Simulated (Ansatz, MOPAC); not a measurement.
**Ladder of methods for the band gap of zinc-blende ZnS**

Reference value: 3.94 eV (measured, zero-point renormalisation of 0.1 eV added back here (the table's ZPR column); inputs from Chen et al. (2018), doi:10.1103/physrevmaterials.2.073803).

```json
[
 {"level (code)": "AM1 semi-empirical Hartree-Fock (MOPAC)", "value (eV)": "7.35", "cell (Å³/atom)": "22.11"},
 {"level (code)": "LDA (Ansatz)", "value (eV)": "1.85 (direct)", "cell (Å³/atom)": "19.78"},
 {"level (code)": "PBE (Ansatz)", "value (eV)": "2.10 (direct)", "cell (Å³/atom)": "19.78"},
 {"level (code)": "r²SCAN (Ansatz)", "value (eV)": "?", "cell (Å³/atom)": "19.78"},
 {"level (code)": "B3LYP (VWN-RPA form) (Ansatz)", "value (eV)": "3.58 (direct)", "cell (Å³/atom)": "19.78"}
]
```

Problem. Fill in the missing entries.

Solution. 
- r²SCAN (Ansatz, a first-principles code), value (eV): 2.65 (direct)

Errors against the reference: AM1 semi-empirical Hartree-Fock (MOPAC) +3.41 eV, LDA -2.09 eV, PBE -1.84 eV, r²SCAN -1.29 eV, B3LYP (VWN-RPA form) -0.36 eV.

Leaving aside AM1 semi-empirical Hartree-Fock (MOPAC) (doubt noted below): Of the ranked levels B3LYP (VWN-RPA form) (-0.36 eV) comes nearest. Farthest off among them: LDA (-2.09 eV). Of the ranked levels only B3LYP (VWN-RPA form) lands within 1 eV. All 4 levels lie below the reference.

Published values of wave-function and many-body methods: 4.19 eV (published QSGW value, linearised, all-electron; Kutepov (2017), arXiv:1610.08395).

Semilocal Kohn–Sham gaps run low as a rule, and all computed gaps are for a static lattice, while measured ones hold electron–phonon shifts unless said otherwise.  AM1 semi-empirical Hartree-Fock (MOPAC): the gap is read on the k mesh or supercell of the run alone and can be too large. AM1 semi-empirical Hartree-Fock (MOPAC): the method was fitted mainly to molecules. AM1 semi-empirical Hartree-Fock (MOPAC): gaps of these semi-empirical methods are Hartree–Fock-like level differences, and their formation enthalpies are fitted 298 K values. Values are at the measured cell; AM1 semi-empirical Hartree-Fock (MOPAC) at the level's own equilibrium cell. Cutoffs and k meshes differ between the levels. Ansatz's density-functional and Hartree–Fock values are scalar-relativistic unless marked +SOC, with PAW data made under PBE.

Differences are worked out from the printed values.
